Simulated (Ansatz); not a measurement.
**BH₄ (doublet): from Hartree-Fock to the top rungs at distance H1–H2 along a hydrogen transfer = 0.847 Å, cc-pVTZ**

One table from this session's results is given with a row withheld; the runs are named, their logs left out.

Program: Ansatz 0.2.0, Gaussian basis. Level of theory: cc-pVTZ, core rule «outside noble gas», up to 1 orbitals frozen. These are calculated values, not measurements.

To be run: UHF; CCSD(T) on ROHF; CCSD(T) on UHF; BCCD(T) on ROHF; CCSDT(Q) on ROHF; CCSDT(Q) on UHF; CASSCF and MRCISD+Q, 3 electrons in 3 orbitals; CASSCF and NEVPT2, 3 electrons in 3 orbitals; CASSCF and MRCISD+Q, 7 electrons in 8 orbitals; CASSCF and MRCISD+Q(relaxed), 7 electrons in 8 orbitals; CASSCF and NEVPT2, 7 electrons in 8 orbitals.

### The system

The geometry derives from fragments relaxed apart (PBE0/def2-TZVP) and kept rigid, so it is no stationary point. A hydrogen atom is moved between rigid fragments.

5 atoms, charge 0, spin multiplicity 2.

Atoms are counted from 1 here; the program's logs count them from 0.

Bond lengths: H1–H2 0.847 Å, H2–B3 1.306 Å, B3–H4 1.191 Å, B3–H5 1.191 Å. Angles: H1–H2–B3 180.0°, H2–B3–H4 115.3°, H2–B3–H5 115.3°, H4–B3–H5 129.4°.

The first run:

File in.yaml:

```yaml
crystal:
  periodic: [false, false, false]
  atoms:
    - {symbol: H, position_ang: [-1.987247, 0.000000, 0.000000]}
    - {symbol: H, position_ang: [-1.140247, 0.000000, 0.000000]}
    - {symbol: B, position_ang: [0.165753, 0.000000, 0.000000]}
    - {symbol: H, position_ang: [0.674826, 0.000000, 1.077008]}
    - {symbol: H, position_ang: [0.674826, 0.000000, -1.077008]}
basis:
  gaussian: {orbitals: cc-pVTZ}
magnetization: {spin_polarized: true, initial_magnetization: 1}
hamiltonian: {xc: hf}
output: {orbitals: {seedname: orbitals}}
```

Command:

```
> ansatz run in.yaml --threads 1 --pin off --events-out ev --progress --plain --max-ram 2816MiB --backend cpu
```

Among the steps run: UHF; CCSD(T) on ROHF; CCSD(T) on UHF; BCCD(T) on ROHF; CCSDT(Q) on ROHF; CCSDT(Q) on UHF; CASSCF and MRCISD+Q, 3 electrons in 3 orbitals; CASSCF and NEVPT2, 3 electrons in 3 orbitals; CASSCF and MRCISD+Q, 7 electrons in 8 orbitals; CASSCF and MRCISD+Q(relaxed), 7 electrons in 8 orbitals; CASSCF and NEVPT2, 7 electrons in 8 orbitals.

One of the session's tables, all rows but one given; the rest of the session is left out.

| method | from UCCSDT(Q) (meV) |
| --- | --- |
| ROHF | +4394.2 |
| UHF | +4209.0 |
| RMP2 | +777.0 |
| UMP2 | +805.7 |
| RCCSD | +108.9 |
| UCCSD | +105.3 |
| RCCSD(T) | +17.5 |
| UCCSD(T) | +18.1 |
| BCCD(T) | +17.9 |
| RCCSDT | +2.1 |
| UCCSDT | +1.9 |
| RCCSDT(Q) | +0.2 |
| UCCSDT(Q) | 0 |
| CASSCF valence | +2841.4 |
| NEVPT2 valence | +715.4 |
| MRCISD valence | +132.8 |
| MRCISD+Q valence | +16.5 |
| MRCISD+Q(relaxed) valence | ? |

Q: Estimate the row for MRCISD+Q(relaxed) valence from the others.

**Answer.** from UCCSDT(Q) (meV): -16.9. In the column «from UCCSDT(Q) (meV)» it is the lowest.

Limits of these values: Left out of the table: CASSCF pair, NEVPT2 pair, MRCISD pair, MRCISD+Q pair (the active space lost an orbital or holds another state than full CI finds). Restricted and unrestricted rows rest on different reference determinants; where their highest levels disagree by more than a few hundredths of an eV, they describe different states and don't form one ladder. Warnings in the runs' records: passed over end.
